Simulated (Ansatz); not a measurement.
Molecule: C₂HO, net charge -1, singlet state. It need not be the lowest isomer of its formula. Whether it binds its extra electron was not tested at this geometry. 
Coordinates optimised at B3LYP-D3(BJ)/def2-TZVP (Ansatz, a quantum-chemistry and plane-wave program):
```
C
O 1 1.2200
C 1 1.2560 2 173.04
H 3 1.0683 1 140.14 2 180.00
```
Charge -1, spin multiplicity 1.

Parts of the frozen-core correlation energy in STO-3G (Ansatz, hartree). Frozen orbitals: 3; correlated occupied orbitals by spin: 8 and 8; virtual: 5 and 5. Spin-orbit coupling is left out. No relativistic terms. The restricted reference is unstable.

```csv
term,value
reference (HF),-148.93966
MP2 opposite-spin,[?]
MP2 same-spin,-0.04781
CCSD correlation,[?]
(T),[?]
FCI minus CCSD(T),-0.00082
T1 diagnostic,0.020
largest doubles amplitude,0.125
```

Problem. Some entries are withheld; supply them.

Solution. 
- MP2 opposite-spin, value: -0.14558
- CCSD correlation, value: -0.19908
- (T), value: -0.01485
